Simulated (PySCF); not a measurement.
**H₂O + OF₂ → 2 OHF**

Level: PBE0 in the def2-TZVP basis family, all electrons, no relativity, computed in PySCF with density fitting; open shells unrestricted.

```json
{"species": "H₂O", "state and structure": "singlet, C2v, O–H 0.960 Å (×2); H–O–H 105.1°", "E (Eh)": "-76.37736", "ZPE (kJ/mol)": "56.5", "H(298 K) − H(0) (kJ/mol)": "9.9", "S° (J/(mol K))": "188.7"}
{"species": "OF₂", "state and structure": "singlet, C2v, O–F 1.381 Å (×2); F–O–F 103.9°", "E (Eh)": "-274.51747", "ZPE (kJ/mol)": "15.1", "H(298 K) − H(0) (kJ/mol)": "10.7", "S° (J/(mol K))": "245.9"}
{"species": "OHF", "state and structure": "singlet, Cs, O–F 1.406 Å, O–H 0.969 Å; F–O–H 99.1°", "E (Eh)": "-175.43945", "ZPE (kJ/mol)": "37.4", "H(298 K) − H(0) (kJ/mol)": "10.0", "S° (J/(mol K))": "226.1"}
```

Q: What is the electronic reaction energy?

A: At PBE0/def2-TZVP, ΔE = 41.8 kJ/mol from the differences of the total energies times 2625.5, uphill. The bond energies do not simply add up: the mixed species is disfavoured.

Q: Add zero-point, thermal and entropy terms for 298.15 K and 1 bar.

A: ΔZPE = 3.2 and Δ[H(298) − H(0)] = -0.6 kJ/mol give ΔH° = 44.4 kJ/mol. ΔS° = 17.6 J/(mol K), so ΔG° = 44.4 − 298.15 × (0.0176) = 39 kJ/mol and log₁₀K = -6.9.

Only the bonding shown was studied: isomers, or loss of a ligand pair, can lie lower.
